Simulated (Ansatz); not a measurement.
A made-up structure of CH4BO (charge -1), closed shell:

```xyz
7
angstrom
C -0.7662 0.2366 -0.5233
B 0.3011 0.2788 0.4712
O 1.3028 -0.7365 0.6511
H -0.9072 -0.5842 -1.2366
H -1.5083 1.0284 -0.6285
H 0.4525 1.1981 1.2643
H 0.2498 -0.0777 1.5633
```

It is relaxed with PBE-D4/def2-SVPD and then PBE0-D4/def2-TZVPD (Ansatz 0.2.0). Atoms count as bonded within 1.22 times the sum of their covalent radii (H–H: 0.88 Å). The end point is not checked to be a true minimum.

Does its bonding change? (A judgement: the text doesn't fix the answer.)

The calculation gives: Yes. Formed: O3–H7; broken: B2–H7.

Where it ends: The first stage lowers the energy by 2.99 eV in 13 steps. It ends as CH₄BO ([CH2][BH][OH]), total charge -1:
```xyz
7
angstrom
C -0.8241 0.3119 -0.6548
B 0.0349 0.3433 0.5175
O 0.8168 -0.7777 0.9824
H -0.9595 -0.5635 -1.2952
H -1.3984 1.1832 -0.9708
H 0.1627 1.3513 1.2174
H 1.2923 -0.5051 1.7650
```

Labels in which every atom is bracketed show which atoms are joined, not bond orders.

For scale, one of the runs: PBE0-D4/def2-TZVPD relaxation, 150 basis functions, launched by `ansatz run in.yaml --threads 2 --pin off --events-out ev --progress --plain --max-ram 4352MiB`. Hardware: 2 CPU threads of an Arm Neoverse V2, shared host. Wall time about 15 s.
